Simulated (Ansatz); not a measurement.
# HClF− (SMILES [Cl-].F): Born-Oppenheimer dynamics

Aim: follow the atoms for 30 steps of 1.0 fs at constant energy, with velocities drawn for 1500 K.

The runs use Ansatz 0.2.0, Gaussian basis; PBE0-D4/def2-SVPD.

### 1 Where the work starts

The start, a pair relaxed at PBE0-D4: SMILES `[Cl-].F`, 3 atoms, charge -1, spin multiplicity 1.

Atoms are counted from 1 here; the program's logs count them from 0.

Bond lengths: F2–H3 0.983 Å.

Coordinates:

```csv
atom,x (Å),y (Å),z (Å)
Cl1,-0.14123,-0.03313,-1.56817
F2,0.11431,0.02681,1.27362
H3,0.02692,0.00632,0.29455
```

### 2 The run

The input, md/in.yaml:

```yaml
crystal:
  periodic: [false, false, false]
  atoms:
    - {symbol: Cl, position_ang: [-0.141228, -0.033132, -1.568166]}
    - {symbol: F, position_ang: [0.114309, 0.026815, 1.273616]}
    - {symbol: H, position_ang: [0.026920, 0.006316, 0.294550]}
basis:
  gaussian: {orbitals: def2-SVPD}
total_charge: -1
hamiltonian: {xc: pbe0, dispersion: d4}
md: {n_steps: 30, timestep: 1.0, temperature: 1500, ensemble: nve, seed: 682, initial_velocities: maxwell_boltzmann}
```

Launch:

```
> ansatz run in.yaml --threads 2 --pin off --events-out ev --progress --plain --max-ram 5222MiB
```

Before running it: what results should come out? Wanted: temperature at the start; mean temperature, second half; lowest and highest potential energy, from the first frame; largest change of potential + kinetic.

As calculated:

| quantity | value |
| --- | --- |
| length | 30 steps, 30.0 fs |
| temperature at the start | 1500 K |
| mean temperature, second half | 185 K |
| lowest and highest potential energy, from the first frame | 0 and 193 meV |
| largest change of potential + kinetic | 0.3 meV |

What this shows: With no thermostat the total energy should stay fixed; it holds within 0.3 meV, small beside the kinetic energy, so the time step serves. The temperature runs between 10 and 1500 K. The molecule keeps its bonds.
